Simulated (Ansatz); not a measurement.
**Basis-set limit of SiH₄O, triplet**

```xyz
6

Si   -1.0537    0.0000    0.0000
H    -1.5486    1.3997    0.0000
H    -1.5486   -0.6999    1.2122
H    -1.5486   -0.6999   -1.2122
H     0.9053    0.0000    0.0000
O     2.0853    0.0000    0.0000
```

Connectivity, by distances: SiH3 ··· OH.

Ansatz 0.2.0, UHF determinant, valence electrons correlated. Energies in eV.

```
       set  X  functions  Hartree–Fock  MP2 correlation  CCSD(T) correlation                                                                                                             time
def2-TZVPP  3        129    -9960.1931          -8.7776             -10.2393                  7 s on 1 × NVIDIA H100 80GB HBM3 with 1 thread of AMD EPYC 7R13 Processor (Zen 3) (shared host)
def2-QZVPP  4        247    -9960.5387          -9.5011             -10.9032  13 s on 1 × NVIDIA H100 80GB HBM3 with 1 thread of AMD EPYC 7R13 Processor (Zen 3), with other jobs on the host
```

Hartree–Fock is taken to follow E(X) = E∞ + A·exp(−7.88·√X), correlation E(X) = E∞ + B·X^−2.97.

Cautions: lower spins were not checked.

Question: Work out the CCSD(T) energy at the limit, and how far the shortcut misses it that extrapolates MP2 and adds CCSD(T) minus MP2 from the smaller set.

Answer: Hartree–Fock: E∞ = E4 + 0.1377·(E4 − E3) = -9960.5863. Correlation: E∞ = E4 + 0.7407·(E4 − E3) = -11.3950 for CCSD(T) and -10.0371 for MP2. The limit is -9971.9813 eV, 0.539 eV below def2-QZVPP. The shortcut gives a correlation energy of -10.0371 + (-1.4617) = -11.4987, 104 meV lower than the direct value.

Past Ne part of the Hartree–Fock step between the two sets comes from the cores, which don't follow the formula, so the 48 meV that it adds to the total can overshoot; that part largely cancels in differences.
